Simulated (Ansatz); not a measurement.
Relaxation of C₂H₃F (6 atoms, charge 0, multiplicity 1), to a largest force component of 0.015 eV/Å in at most 40 steps.

All numbers below come from Ansatz 0.2.0, RKS PBE0/def2-SVP.

```xyz
6
Properties=species:S:1:pos:R:3
C -0.512 0.051 -0.421
C 0.485 -0.008 0.378
F 0.917 -1.200 0.768
H -0.992 -0.784 -0.792
H -0.925 1.056 -0.772
H 1.070 0.821 0.794
```

Question: Where does it end, and by what steps?

Answer: The forces met the threshold. After 4 steps the energy has fallen by 0.225 eV; H4 moved furthest, 0.07 Å.

```tsv
step	energy less start (eV)	largest force component (eV/Å)	accepted
0	0.0000	4.218	yes
1	-0.2033	1.233	yes
2	-0.2146	0.349	yes
3	-0.2243	0.077	yes
4	-0.2250	0.006	yes
```

```xyz
6
Properties=species:S:1:pos:R:3
C -0.538 0.077 -0.445
C 0.495 -0.025 0.381
F 0.970 -1.193 0.799
H -1.051 -0.810 -0.822
H -0.884 1.064 -0.753
H 1.051 0.823 0.794
```

Run time: 9.9 s on 1 thread of Intel(R) Xeon(R) Platinum 8488C (Sapphire Rapids) (shared host), peak memory 0.13 GiB.
